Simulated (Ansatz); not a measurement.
in.yaml

```yaml
crystal:
  periodic: [false, false, false]
  atoms:
    - {symbol: In, position_ang: [0.000000, 0.025670, -0.057956]}
    - {symbol: H, position_ang: [0.000000, -2.601558, -0.416884]}
    - {symbol: H, position_ang: [0.579509, -0.161309, 3.509421]}
    - {symbol: H, position_ang: [-0.579509, -0.161309, 3.509421]}
basis:
  gaussian: {orbitals: def2-SVP}
magnetization: {spin_polarized: true, initial_magnetization: 2}
hamiltonian: {xc: {name: B2PLYP}}
correlation: {electrons: outside_noble_gas}
```

```sh
$ ansatz run in.yaml --threads 1 --pin off --events-out ev --progress --plain --max-ram 2393MiB
```

Log:

```
496 factors; integrals over basis functions are off by at most 1.0e-3 eV
mean field evaluation 1: about -5206.8167 eV, gradient 7.5e0 eV
mean field evaluation 2: about -5206.8301 eV, gradient 7.5e0 eV
mean field evaluation 4: about -5208.7090 eV, gradient 1.7e0 eV
mean field evaluation 8: about -5208.7952 eV, gradient 1.2e-1 eV
mean field evaluation 16: about -5208.7957 eV, gradient 1.9e-4 eV
mean field evaluation 32: about -5208.7835 eV, gradient 5.2e-1 eV
mean field evaluation 64: about -5208.7934 eV, gradient 2.4e-1 eV
mean field -5208.79573161 eV, -191.4197124881 hartree, gradient 6.3e-6 eV, S^2 2.012505; 6 other end points of the search recorded, 0 dependent functions left out
9 core orbitals not correlated: weight in the atoms' cores, before any rotation towards them, 1.000 or more for the frozen orbitals, at most 0.000 for the correlated occupied ones
reference -5208.79588364 eV, -191.4197180753 hartree; 4, 2 occupied and 28, 30 virtual orbitals, 496 factors
second order -2.03648657 eV of doubles, -0.00000000 eV of singles
Total energy: -5209.34573502 eV, -191.4399247406 hartree
```

Ran on 1 thread of Arm Neoverse V2, shared host: 3.2 s wall, 0.17 GiB peak host memory.
